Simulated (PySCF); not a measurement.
# The bond of AlC, level by level

Aim: find the lowest electronic state of AlC, scan its bond at several levels of theory, and get bond length, wavenumber and dissociation energy from each curve.

Program: PySCF 2.14.0. Level of theory: Al def2-SVPD, C def2-SVPD, no relativity. These are calculated values, not measurements.

## (1) Set-up

Settings of the job:

```yaml
atoms: Al, C
charge: 0
basis: Al def2-SVPD, C def2-SVPD
Hamiltonian: no relativity
basis_functions: 44
electrons_treated: 19
masses_in_u: 26.9815, 12.0000
levels: PBE0, PBE, r²SCAN, LDA, TPSS, BHandHLYP, ωB97X, HF, MP2, SCS-MP2, CCSD, CCSD(T)
grid: 80 radial by 434 angular points
occupations: held fixed by the projection of orbital angular momentum
dissociation_limit: Al + C, each in its ground configuration
starting_distance_in_angstrom: 1.905
values_of_2S_to_try: 1, 3
```

The run is started by

```
> OMP_NUM_THREADS=1 python dia.py task.json out
```

The job searches for the state first and then visits each distance with every level. Its results follow level by level.

## (2) Search for the lowest state

At the starting distance of 1.905 Å the search finds these solutions (others can lie among them):

```
2Ms+1   unpaired          term  E (eV)  ⟨S²⟩  ⟨Lz²⟩  μ (D)
    4  σ ↑, π ↑↑           ⁴Σ⁻    0.00  3.76   0.00  -1.49
    2  σ ↓, π ↑↑  not assigned    0.51  1.78   0.00  -2.29
    2  σ ↑, π ↑↓  not assigned    0.62  1.77   2.01  -1.90
    2        π ↑  not assigned    1.38  1.32   1.00  -3.28
    2        σ ↑  not assigned    1.72  0.77   2.00  -1.85
    2        π ↑            ²Π    1.94  0.75   1.00  -0.70
    4  σ ↑↑, π ↑            ⁴Π    2.54  3.78   1.02  -3.71
    4      π ↑↑↑            ⁴Π    3.29  4.02   1.00  -1.44
    4  π ↑↑, δ ↑  not assigned    7.00  4.26   4.00  -0.82
```

9 of 11 solutions are listed, lowest first.

A term symbol stands only where ⟨S²⟩ and ⟨Lz²⟩ are near those of a pure state. A positive dipole means Al(−)C(+).

Followed over a short scan are these candidates:

```
2Ms+1   unpaired  R at minimum (Å)  energy at minimum (eV)
    4  σ ↑, π ↑↑              1.98                    0.00
    2  σ ↓, π ↑↑              1.96                    0.52
    2  σ ↑, π ↑↓              1.97                    0.62
    2        π ↑     not bracketed                  ≤ 1.39
```

The search made 11 SCF attempts at the starting distance; with the short scans it took 9.2 s of wall time (1 thread, shared host).

## (3) The PBE0 curve of the state that the search chose

State followed: ⁴Σ⁻ (quartet), unpaired electrons σ ↑, π ↑↑. The scan is laid around 1.975 Å.

Log of the SCF at 1.975 Å:

```text
******** <class 'pyscf.dft.uks_symm.SymAdaptedUKS'> ********
method = SymAdaptedUKS
initial guess = minao
damping factor = 0
level_shift factor = 0
DIIS = <class 'pyscf.scf.diis.CDIIS'>
diis_start_cycle = 1
diis_space = 10
diis_damp = 0
SCF conv_tol = 1e-09
SCF conv_tol_grad = None
SCF max_cycles = 60
direct_scf = False
max_memory 909 MB (current use 261 MB)
number electrons alpha = 11  beta = 8
XC library pyscf.dft.libxc version 7.0.0
    S. Lehtola, C. Steigemann, M. J.T. Oliveira, and M. A.L. Marques.,  SoftwareX 7, 1–5 (2018)
XC functionals = PBE0
    C. Adamo and V. Barone.,  J. Chem. Phys. 110, 6158 (1999)
    M. Ernzerhof and G. E. Scuseria.,  J. Chem. Phys. 110, 5029 (1999)
small_rho_cutoff = 0
Overwritten attributes  get_occ get_j get_k get_hcore get_jk  of <class 'pyscf.dft.uks_symm.SymAdaptedUKS'>
Set gradient conv threshold to 3.16228e-05
init E= -280.046727993934
cycle= 1 E= -280.058755201159  delta_E= -0.012  |g|= 0.00985  |ddm|= 0.0657
cycle= 2 E= -280.058703312743  delta_E= 5.19e-05  |g|= 0.0132  |ddm|= 0.0405
cycle= 3 E= -280.058860075781  delta_E= -0.000157  |g|= 0.00164  |ddm|= 0.0222
cycle= 4 E= -280.058862472903  delta_E= -2.4e-06  |g|= 0.0004  |ddm|= 0.0033
cycle= 5 E= -280.05886276009  delta_E= -2.87e-07  |g|= 0.000116  |ddm|= 0.00118
cycle= 6 E= -280.058862830539  delta_E= -7.04e-08  |g|= 5.38e-05  |ddm|= 0.000777
cycle= 7 E= -280.058862840367  delta_E= -9.83e-09  |g|= 7.1e-06  |ddm|= 0.000379
cycle= 8 E= -280.058862840462  delta_E= -9.53e-11  |g|= 7.73e-07  |ddm|= 2.45e-05
Extra cycle  E= -280.058862840464  delta_E= -1.14e-12  |g|= 4.25e-07  |ddm|= 3.17e-06
converged SCF energy = -280.058862840464  <S^2> = 3.755041  2S+1 = 4.0025197
```

The curve and what changes along it:

```
 R (Å)  E (eV)  μ (D)  Mulliken charge of Al (e)  Mayer bond order  ⟨S²⟩  HOMO (eV)  LUMO (eV)
1.6985  0.7412  -0.97                       0.20              1.42  3.76      -6.31      -3.18
1.7775  0.3291  -1.15                       0.23              1.35  3.76      -6.36      -3.02
1.8565  0.1029  -1.35                       0.27              1.29  3.76      -6.41      -2.87
1.9158  0.0227  -1.52                       0.29              1.25  3.76      -6.43      -2.77
1.9750  0.0000  -1.71                       0.32              1.21  3.76      -6.45      -2.68
2.0343  0.0212  -1.91                       0.34              1.17  3.76      -6.46      -2.60
2.1133  0.0998  -2.19                       0.36              1.13  3.76      -6.47      -2.51
2.2120  0.2535  -2.56                       0.38              1.08  3.76      -6.44      -2.43
2.3305  0.4864  -3.01                       0.39              1.04  3.76      -6.37      -2.37
2.4885  0.8340  -3.62                       0.39              1.01  3.76      -6.06      -2.36
```

Fit: Re = 1.973 Å, ωe = 641 cm⁻¹, ωexe = 4.11 cm⁻¹, αe = 0.00510 cm⁻¹, Be = 0.5211 cm⁻¹, De = 3.60 eV, μ = -1.70 D.

Orbitals nearest the gap at 1.975 Å:

```
spin  orbital  ε (eV)  filled                         made of
   α        σ  -16.99     yes              C s 83 %, Al s 9 %
   β        σ  -13.36     yes             C s 69 %, Al s 19 %
   α        σ   -9.48     yes   Al s 48 %, C p 41 %, C s 11 %
   β        σ   -7.34     yes             Al s 74 %, C s 16 %
   α        π   -7.26     yes             C p 83 %, Al p 13 %
   α        π   -7.26     yes             C p 83 %, Al p 13 %
   α        σ   -6.45     yes  Al s 34 %, C p 32 %, Al p 30 %
   β        π   -2.68      no             Al p 64 %, C p 34 %
   β        π   -2.68      no             Al p 64 %, C p 34 %
   α        π   -1.45      no             Al p 84 %, C p 10 %
   α        π   -1.45      no             Al p 84 %, C p 10 %
```

Polarisability there: 76.6 bohr³ along the bond, 45.9 across it.

## (4) Orbitals, density and potential

The fields below are evaluated on a grid from the run's orbitals.

Frontier orbitals at PBE0 (alpha spin), with the share of their density that lies nearest to each atom:

```
orbital  energy (eV)            lies on
 HOMO-1        -7.26  C2 88 %; Al1 12 %
   HOMO        -6.45  Al1 65 %; C2 35 %
   LUMO        -1.45  Al1 85 %; C2 15 %
```

ELF in a plane through or near 2 of the atoms.

Ten even steps from '0' (0.00) to '9' (1.00):
```
0000001111000000000000000000
0001245544210000010000000000
0024688877521111222211000000
0367999998642222344432100000
1478999998753323455543210000
3799999998754445677765421000
5899999964224567888887542100
7999999511101678888888753200
8999998136740588635798764310
8999997177871488272498864310
8999997177871488272498864310
8999998136740588624798764310
7999999511101678888888753200
5899999964224567888887542100
3799999998754445677765421000
1478999998753323455543210000
0367999998642222344432100000
0024688877521111222211000000
0001245544210000010000000000
0000001111000000000000000000
```
The map spans 7.2 Å across and 5.2 Å up, centred on the molecule. Atoms in the plane (x, y in Å): Al1 (-1.0, 0.0), C2 (1.0, 0.0).

On the surface of density 0.002 e/bohr³ the electrostatic potential runs, from the 1st to the 99th percentile, from -0.80 V near C2 to 1.39 V near Al1.

The spin density lies nearest to C2 84 %; Al1 16 %.

## (5) Higher solutions at PBE0

State 2: Ms = 0.5 determinant of mixed spin (⟨S²⟩ = 1.78), unpaired electrons σ ↓, π ↑↑, an excited solution.

Output of the SCF at 1.975 Å:

```text
******** <class 'pyscf.dft.uks_symm.SymAdaptedUKS'> ********
method = SymAdaptedUKS
initial guess = minao
damping factor = 0
level_shift factor = 0
DIIS = <class 'pyscf.scf.diis.CDIIS'>
diis_start_cycle = 1
diis_space = 10
diis_damp = 0
SCF conv_tol = 1e-09
SCF conv_tol_grad = None
SCF max_cycles = 60
direct_scf = False
max_memory 909 MB (current use 276 MB)
number electrons alpha = 10  beta = 9
XC library pyscf.dft.libxc version 7.0.0
    S. Lehtola, C. Steigemann, M. J.T. Oliveira, and M. A.L. Marques.,  SoftwareX 7, 1–5 (2018)
XC functionals = PBE0
    C. Adamo and V. Barone.,  J. Chem. Phys. 110, 6158 (1999)
    M. Ernzerhof and G. E. Scuseria.,  J. Chem. Phys. 110, 5029 (1999)
small_rho_cutoff = 0
Set gradient conv threshold to 3.16228e-05
init E= -280.027695692783
cycle= 1 E= -280.039618618003  delta_E= -0.0119  |g|= 0.00864  |ddm|= 0.0731
cycle= 2 E= -280.039664167758  delta_E= -4.55e-05  |g|= 0.00634  |ddm|= 0.0239
cycle= 3 E= -280.039689635995  delta_E= -2.55e-05  |g|= 0.0033  |ddm|= 0.0139
cycle= 4 E= -280.039699810762  delta_E= -1.02e-05  |g|= 0.000596  |ddm|= 0.00631
cycle= 5 E= -280.039700676461  delta_E= -8.66e-07  |g|= 0.000155  |ddm|= 0.00244
cycle= 6 E= -280.039700804729  delta_E= -1.28e-07  |g|= 4.51e-05  |ddm|= 0.00121
cycle= 7 E= -280.039700812928  delta_E= -8.2e-09  |g|= 5.01e-06  |ddm|= 0.000359
cycle= 8 E= -280.039700812977  delta_E= -4.83e-11  |g|= 5.69e-07  |ddm|= 1.85e-05
Extra cycle  E= -280.039700812977  delta_E= -2.84e-13  |g|= 4.57e-07  |ddm|= 2.05e-06
converged SCF energy = -280.039700812977  <S^2> = 1.7778651  2S+1 = 2.8480626
```

Re = 1.962 Å, ωe = 658 cm⁻¹; the determinant mixes terms (⟨S²⟩ = 1.78, ⟨Lz²⟩ = 0.00), so these belong to no real state. Its minimum lies 0.52 eV above that of the lowest state.

State 3: Ms = 0.5 determinant of mixed spin (⟨S²⟩ = 1.77), unpaired electrons σ ↑, π ↑↓, an excited solution.

The SCF at the reference distance, 1.975 Å, printed:

```text
******** <class 'pyscf.dft.uks_symm.SymAdaptedUKS'> ********
method = SymAdaptedUKS
initial guess = minao
damping factor = 0
level_shift factor = 0
DIIS = <class 'pyscf.scf.diis.CDIIS'>
diis_start_cycle = 1
diis_space = 10
diis_damp = 0
SCF conv_tol = 1e-09
SCF conv_tol_grad = None
SCF max_cycles = 60
direct_scf = False
max_memory 909 MB (current use 276 MB)
number electrons alpha = 10  beta = 9
XC library pyscf.dft.libxc version 7.0.0
    S. Lehtola, C. Steigemann, M. J.T. Oliveira, and M. A.L. Marques.,  SoftwareX 7, 1–5 (2018)
XC functionals = PBE0
    C. Adamo and V. Barone.,  J. Chem. Phys. 110, 6158 (1999)
    M. Ernzerhof and G. E. Scuseria.,  J. Chem. Phys. 110, 5029 (1999)
small_rho_cutoff = 0
Set gradient conv threshold to 3.16228e-05
init E= -280.02395495912
cycle= 1 E= -280.035923235655  delta_E= -0.012  |g|= 0.00857  |ddm|= 0.0676
cycle= 2 E= -280.035924631008  delta_E= -1.4e-06  |g|= 0.0094  |ddm|= 0.0295
cycle= 3 E= -280.035997103822  delta_E= -7.25e-05  |g|= 0.00288  |ddm|= 0.0179
cycle= 4 E= -280.036004876204  delta_E= -7.77e-06  |g|= 0.000515  |ddm|= 0.0055
cycle= 5 E= -280.036005557413  delta_E= -6.81e-07  |g|= 0.000151  |ddm|= 0.00208
cycle= 6 E= -280.036005696933  delta_E= -1.4e-07  |g|= 5.47e-05  |ddm|= 0.00125
cycle= 7 E= -280.036005708398  delta_E= -1.15e-08  |g|= 7.55e-06  |ddm|= 0.000432
cycle= 8 E= -280.036005708489  delta_E= -9.1e-11  |g|= 9.25e-07  |ddm|= 2.15e-05
Extra cycle  E= -280.03600570849  delta_E= -5.12e-13  |g|= 9.72e-07  |ddm|= 3.8e-06
converged SCF energy = -280.03600570849  <S^2> = 1.7668411  2S+1 = 2.8403106
```

Re = 1.971 Å, ωe = 645 cm⁻¹; the determinant mixes terms (⟨S²⟩ = 1.77, ⟨Lz²⟩ = 2.01), so these belong to no real state. Its minimum lies 0.62 eV above that of the lowest state.

State 4: Ms = 0.5 determinant of mixed spin (⟨S²⟩ = 1.32), unpaired electrons π ↑, an excited solution.

The SCF at the reference distance, 1.975 Å, printed:

```text
******** <class 'pyscf.dft.uks_symm.SymAdaptedUKS'> ********
method = SymAdaptedUKS
initial guess = minao
damping factor = 0
level_shift factor = 0
DIIS = <class 'pyscf.scf.diis.CDIIS'>
diis_start_cycle = 1
diis_space = 10
diis_damp = 0
SCF conv_tol = 1e-09
SCF conv_tol_grad = None
SCF max_cycles = 60
direct_scf = False
max_memory 909 MB (current use 276 MB)
number electrons alpha = 10  beta = 9
XC library pyscf.dft.libxc version 7.0.0
    S. Lehtola, C. Steigemann, M. J.T. Oliveira, and M. A.L. Marques.,  SoftwareX 7, 1–5 (2018)
XC functionals = PBE0
    C. Adamo and V. Barone.,  J. Chem. Phys. 110, 6158 (1999)
    M. Ernzerhof and G. E. Scuseria.,  J. Chem. Phys. 110, 5029 (1999)
small_rho_cutoff = 0
Set gradient conv threshold to 3.16228e-05
init E= -279.982979049591
cycle= 1 E= -280.002170100058  delta_E= -0.0192  |g|= 0.0166  |ddm|= 0.0632
cycle= 2 E= -280.000663363072  delta_E= 0.00151  |g|= 0.046  |ddm|= 0.0827
cycle= 3 E= -280.002517294873  delta_E= -0.00185  |g|= 0.0042  |ddm|= 0.0566
cycle= 4 E= -280.002537066223  delta_E= -1.98e-05  |g|= 0.00249  |ddm|= 0.0089
cycle= 5 E= -280.002557917763  delta_E= -2.09e-05  |g|= 0.000692  |ddm|= 0.0119
cycle= 6 E= -280.002562102007  delta_E= -4.18e-06  |g|= 0.000216  |ddm|= 0.00727
cycle= 7 E= -280.002562604529  delta_E= -5.03e-07  |g|= 0.00015  |ddm|= 0.00178
cycle= 8 E= -280.002562999463  delta_E= -3.95e-07  |g|= 0.000103  |ddm|= 0.00203
cycle= 9 E= -280.002563276738  delta_E= -2.77e-07  |g|= 3.8e-05  |ddm|= 0.00296
cycle= 10 E= -280.002563290903  delta_E= -1.42e-08  |g|= 1.71e-05  |ddm|= 0.000697
cycle= 11 E= -280.002563291417  delta_E= -5.14e-10  |g|= 1.21e-06  |ddm|= 8.19e-05
Extra cycle  E= -280.002563291418  delta_E= -1.08e-12  |g|= 1.54e-06  |ddm|= 4.87e-06
converged SCF energy = -280.002563291418  <S^2> = 1.3391657  2S+1 = 2.5212423
```

Re = 1.819 Å, ωe = 807 cm⁻¹; the determinant mixes terms (⟨S²⟩ = 1.32, ⟨Lz²⟩ = 1.00), so these belong to no real state. Its minimum lies 1.35 eV above that of the lowest state.

Energy (eV) from the lowest point of the lowest state:

```
R (Å)  lowest  state 2  state 3  state 4
1.698   0.741    1.226    1.359    1.529
1.778   0.329    0.822    0.947    1.369
1.857   0.103    0.607    0.722    1.364
1.916   0.023    0.535    0.643    1.428
1.975   0.000    0.521    0.622    1.532
2.034   0.021    0.551    0.645    1.660
2.113   0.100    0.641    0.726    1.851
2.212   0.253    0.807    0.882    2.096
2.330   0.486    1.050    1.117    2.373
2.489   0.834    1.404    1.464    2.688
```

## (6) PBE

The SCF at the reference distance, 1.975 Å, printed:

```text
******** <class 'pyscf.dft.uks_symm.SymAdaptedUKS'> ********
method = SymAdaptedUKS
initial guess = minao
damping factor = 0
level_shift factor = 0
DIIS = <class 'pyscf.scf.diis.CDIIS'>
diis_start_cycle = 1
diis_space = 10
diis_damp = 0
SCF conv_tol = 1e-09
SCF conv_tol_grad = None
SCF max_cycles = 60
direct_scf = False
max_memory 909 MB (current use 276 MB)
number electrons alpha = 11  beta = 8
XC library pyscf.dft.libxc version 7.0.0
    S. Lehtola, C. Steigemann, M. J.T. Oliveira, and M. A.L. Marques.,  SoftwareX 7, 1–5 (2018)
XC functionals = PBE
    J. P. Perdew, K. Burke, and M. Ernzerhof.,  Phys. Rev. Lett. 77, 3865 (1996)
    J. P. Perdew, K. Burke, and M. Ernzerhof.,  Phys. Rev. Lett. 78, 1396 (1997)
    J. P. Perdew, K. Burke, and M. Ernzerhof.,  Phys. Rev. Lett. 77, 3865 (1996)
    J. P. Perdew, K. Burke, and M. Ernzerhof.,  Phys. Rev. Lett. 78, 1396 (1997)
small_rho_cutoff = 0
Set gradient conv threshold to 3.16228e-05
init E= -280.033147963475
cycle= 1 E= -280.034652119016  delta_E= -0.0015  |g|= 0.00904  |ddm|= 0.153
cycle= 2 E= -280.034424962358  delta_E= 0.000227  |g|= 0.0191  |ddm|= 0.0446
cycle= 3 E= -280.034756803607  delta_E= -0.000332  |g|= 0.00306  |ddm|= 0.0332
cycle= 4 E= -280.034769165378  delta_E= -1.24e-05  |g|= 0.00111  |ddm|= 0.00948
cycle= 5 E= -280.034770870934  delta_E= -1.71e-06  |g|= 0.000293  |ddm|= 0.00397
cycle= 6 E= -280.034770975845  delta_E= -1.05e-07  |g|= 4.49e-05  |ddm|= 0.000827
cycle= 7 E= -280.034770977506  delta_E= -1.66e-09  |g|= 3.18e-05  |ddm|= 0.000195
cycle= 8 E= -280.034770978601  delta_E= -1.1e-09  |g|= 1.01e-06  |ddm|= 6.75e-05
cycle= 9 E= -280.034770978603  delta_E= -1.99e-12  |g|= 4.11e-07  |ddm|= 5.02e-06
Extra cycle  E= -280.034770978603  delta_E= -1.14e-13  |g|= 7.45e-07  |ddm|= 2.33e-06
converged SCF energy = -280.034770978603  <S^2> = 3.7532868  2S+1 = 4.0016431
```

Re = 1.982 Å, ωe = 624 cm⁻¹, ωexe = 4.36 cm⁻¹, αe = 0.00533 cm⁻¹, Be = 0.5166 cm⁻¹, De = 3.81 eV, μ = -1.88 D.

## (7) r²SCAN (meta-GGA)

Log of the SCF at 1.975 Å:

```text
******** <class 'pyscf.dft.uks_symm.SymAdaptedUKS'> ********
method = SymAdaptedUKS
initial guess = minao
damping factor = 0
level_shift factor = 0
DIIS = <class 'pyscf.scf.diis.CDIIS'>
diis_start_cycle = 1
diis_space = 10
diis_damp = 0
SCF conv_tol = 1e-09
SCF conv_tol_grad = None
SCF max_cycles = 60
direct_scf = False
max_memory 909 MB (current use 276 MB)
number electrons alpha = 11  beta = 8
XC library pyscf.dft.libxc version 7.0.0
    S. Lehtola, C. Steigemann, M. J.T. Oliveira, and M. A.L. Marques.,  SoftwareX 7, 1–5 (2018)
XC functionals = R2SCAN
    J. W. Furness, A. D. Kaplan, J. Ning, J. P. Perdew, and J. Sun.,  J. Phys. Chem. Lett. 11, 8208-8215 (2020)
    J. W. Furness, A. D. Kaplan, J. Ning, J. P. Perdew, and J. Sun.,  J. Phys. Chem. Lett. 11, 9248-9248 (2020)
    J. W. Furness, A. D. Kaplan, J. Ning, J. P. Perdew, and J. Sun.,  J. Phys. Chem. Lett. 11, 8208-8215 (2020)
    J. W. Furness, A. D. Kaplan, J. Ning, J. P. Perdew, and J. Sun.,  J. Phys. Chem. Lett. 11, 9248-9248 (2020)
small_rho_cutoff = 0
Set gradient conv threshold to 3.16228e-05
init E= -280.171186757544
cycle= 1 E= -280.171705837133  delta_E= -0.000519  |g|= 0.00437  |ddm|= 0.14
cycle= 2 E= -280.171682587663  delta_E= 2.32e-05  |g|= 0.00698  |ddm|= 0.022
cycle= 3 E= -280.171729800094  delta_E= -4.72e-05  |g|= 0.00149  |ddm|= 0.0133
cycle= 4 E= -280.171731868144  delta_E= -2.07e-06  |g|= 0.000412  |ddm|= 0.00366
cycle= 5 E= -280.171732047792  delta_E= -1.8e-07  |g|= 6.88e-05  |ddm|= 0.000948
cycle= 6 E= -280.17173205414  delta_E= -6.35e-09  |g|= 1.47e-05  |ddm|= 0.000196
cycle= 7 E= -280.171732055116  delta_E= -9.76e-10  |g|= 1.12e-05  |ddm|= 0.000123
Extra cycle  E= -280.171732054799  delta_E= 3.17e-10  |g|= 2.15e-05  |ddm|= 5.78e-05
converged SCF energy = -280.171732054799  <S^2> = 3.7565394  2S+1 = 4.0032684
```

Re = 1.976 Å, ωe = 641 cm⁻¹, ωexe = 4.26 cm⁻¹, αe = 0.00508 cm⁻¹, Be = 0.5198 cm⁻¹, De = 3.70 eV, μ = -1.57 D.

## (8) LDA (local density)

The SCF at the reference distance, 1.975 Å, printed:

```text
******** <class 'pyscf.dft.uks_symm.SymAdaptedUKS'> ********
method = SymAdaptedUKS
initial guess = minao
damping factor = 0
level_shift factor = 0
DIIS = <class 'pyscf.scf.diis.CDIIS'>
diis_start_cycle = 1
diis_space = 10
diis_damp = 0
SCF conv_tol = 1e-09
SCF conv_tol_grad = None
SCF max_cycles = 60
direct_scf = False
max_memory 909 MB (current use 286 MB)
number electrons alpha = 11  beta = 8
XC library pyscf.dft.libxc version 7.0.0
    S. Lehtola, C. Steigemann, M. J.T. Oliveira, and M. A.L. Marques.,  SoftwareX 7, 1–5 (2018)
XC functionals = LDA,VWN
    P. A. M. Dirac.,  Math. Proc. Cambridge Philos. Soc. 26, 376 (1930)
    F. Bloch.,  Z. Phys. 57, 545 (1929)
    S. H. Vosko, L. Wilk, and M. Nusair.,  Can. J. Phys. 58, 1200 (1980)
small_rho_cutoff = 0
Set gradient conv threshold to 3.16228e-05
init E= -278.803517614035
cycle= 1 E= -278.806520278724  delta_E= -0.003  |g|= 0.0218  |ddm|= 0.211
cycle= 2 E= -278.804343694829  delta_E= 0.00218  |g|= 0.0527  |ddm|= 0.0987
cycle= 3 E= -278.806835206086  delta_E= -0.00249  |g|= 0.00759  |ddm|= 0.0893
cycle= 4 E= -278.806898717369  delta_E= -6.35e-05  |g|= 0.00159  |ddm|= 0.0199
cycle= 5 E= -278.806901862927  delta_E= -3.15e-06  |g|= 0.000205  |ddm|= 0.00427
cycle= 6 E= -278.806901944653  delta_E= -8.17e-08  |g|= 3.42e-05  |ddm|= 0.000872
cycle= 7 E= -278.806901945877  delta_E= -1.22e-09  |g|= 9.06e-06  |ddm|= 7.81e-05
cycle= 8 E= -278.806901945954  delta_E= -7.69e-11  |g|= 1.46e-06  |ddm|= 2.4e-05
Extra cycle  E= -278.806901945952  delta_E= 2.33e-12  |g|= 2.14e-06  |ddm|= 5.5e-06
converged SCF energy = -278.806901945952  <S^2> = 3.7539377  2S+1 = 4.0019684
```

Re = 1.961 Å, ωe = 648 cm⁻¹, ωexe = 4.34 cm⁻¹, αe = 0.00527 cm⁻¹, Be = 0.5279 cm⁻¹, De = 4.35 eV, μ = -1.93 D.

## (9) TPSS (meta-GGA)

The SCF at the reference distance, 1.975 Å, printed:

```text
******** <class 'pyscf.dft.uks_symm.SymAdaptedUKS'> ********
method = SymAdaptedUKS
initial guess = minao
damping factor = 0
level_shift factor = 0
DIIS = <class 'pyscf.scf.diis.CDIIS'>
diis_start_cycle = 1
diis_space = 10
diis_damp = 0
SCF conv_tol = 1e-09
SCF conv_tol_grad = None
SCF max_cycles = 60
direct_scf = False
max_memory 909 MB (current use 332 MB)
number electrons alpha = 11  beta = 8
XC library pyscf.dft.libxc version 7.0.0
    S. Lehtola, C. Steigemann, M. J.T. Oliveira, and M. A.L. Marques.,  SoftwareX 7, 1–5 (2018)
XC functionals = TPSS
    J. Tao, J. P. Perdew, V. N. Staroverov, and G. E. Scuseria.,  Phys. Rev. Lett. 91, 146401 (2003)
    J. P. Perdew, J. Tao, V. N. Staroverov, and G. E. Scuseria.,  J. Chem. Phys. 120, 6898 (2004)
    J. Tao, J. P. Perdew, V. N. Staroverov, and G. E. Scuseria.,  Phys. Rev. Lett. 91, 146401 (2003)
    J. P. Perdew, J. Tao, V. N. Staroverov, and G. E. Scuseria.,  J. Chem. Phys. 120, 6898 (2004)
small_rho_cutoff = 0
Set gradient conv threshold to 3.16228e-05
init E= -280.250155175632
cycle= 1 E= -280.250896132007  delta_E= -0.000741  |g|= 0.00443  |ddm|= 0.101
cycle= 2 E= -280.250849902211  delta_E= 4.62e-05  |g|= 0.00945  |ddm|= 0.0295
cycle= 3 E= -280.250940233316  delta_E= -9.03e-05  |g|= 0.00117  |ddm|= 0.0156
cycle= 4 E= -280.250942546731  delta_E= -2.31e-06  |g|= 0.000394  |ddm|= 0.00398
cycle= 5 E= -280.25094304493  delta_E= -4.98e-07  |g|= 0.000255  |ddm|= 0.00263
cycle= 6 E= -280.250943127634  delta_E= -8.27e-08  |g|= 2.93e-05  |ddm|= 0.000705
cycle= 7 E= -280.250943128901  delta_E= -1.27e-09  |g|= 6.95e-06  |ddm|= 9.8e-05
cycle= 8 E= -280.25094312897  delta_E= -6.9e-11  |g|= 1.48e-06  |ddm|= 2.32e-05
Extra cycle  E= -280.250943128972  delta_E= -2.05e-12  |g|= 1.04e-06  |ddm|= 6.1e-06
converged SCF energy = -280.250943128972  <S^2> = 3.7547926  2S+1 = 4.0023956
```

Re = 1.980 Å, ωe = 632 cm⁻¹, ωexe = 4.33 cm⁻¹, αe = 0.00523 cm⁻¹, Be = 0.5176 cm⁻¹, De = 3.63 eV, μ = -1.66 D. 7.8 s of CPU time for 12 points, integrals apart.

[end of part 1 of 2]
